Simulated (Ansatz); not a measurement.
Input for Ansatz (an electronic-structure program): R-B2PLYP/def2-TZVPPD on CH4 (SMILES C). Files ending in .json are basis or fitting sets from the Basis Set Exchange.

Ansatz 0.2 input:
```yaml
crystal:
  periodic: [false, false, false]
  atoms:
    - {symbol: C, position_ang: [0.00000000, 0.00000000, 0.00000000]}
    - {symbol: H, position_ang: [0.00000000, 1.08744517, 0.00000000]}
    - {symbol: H, position_ang: [-0.51262657, -0.36248173, 0.88789526]}
    - {symbol: H, position_ang: [-0.51262657, -0.36248173, -0.88789526]}
    - {symbol: H, position_ang: [1.02525314, -0.36248173, 0.00000000]}
basis:
  gaussian:
    orbitals: def2-TZVPPD.json
hamiltonian:
  xc: {name: B2PLYP}
magnetization: {spin_polarized: false}
correlation: {electrons: outside_noble_gas}
scf: {lower_state_search: off}
```

It printed:

```
WARN ansatz: RAYON_NUM_THREADS=2 ignored (pool sized by the plan → 2); use --threads N
Functional definition: B2PLYP
these checks for a lower state are left out or cut short: stability, starts, cluster_reference, orbital_swaps, neighbouring_geometries, increment
integrals: 0.05 GiB planned
583 factors; integrals over basis functions are off by at most 4.1e-4 eV
mean field: 0.23 GiB planned
mean field evaluation 1: about -1097.1378 eV, gradient 3.6e1 eV
mean field evaluation 2: about -1097.1366 eV, gradient 3.6e1 eV
mean field evaluation 4: about -1099.9732 eV, gradient 6.7e-1 eV
mean field evaluation 8: about -1099.9748 eV, gradient 8.9e-4 eV
mean field -1099.97479707 eV, -40.4233282027 hartree, gradient 6.4e-6 eV, S^2 0.000000; 0 other end points of the search recorded, 0 dependent functions left out
1 core orbitals not correlated
reference -1099.97490933 eV, -40.4233323282 hartree; 4, 4 occupied and 100, 100 virtual orbitals, 583 factors
second order -6.46148417 eV of doubles, -0.00000000 eV of singles
Total energy: -1101.71951006 eV, -40.4874452224 hartree
Checks for a lower state left out: stability, starts, cluster_reference, orbital_swaps, neighbouring_geometries, increment
```

The run converged.

Cost: roughly 1.1 core-seconds.
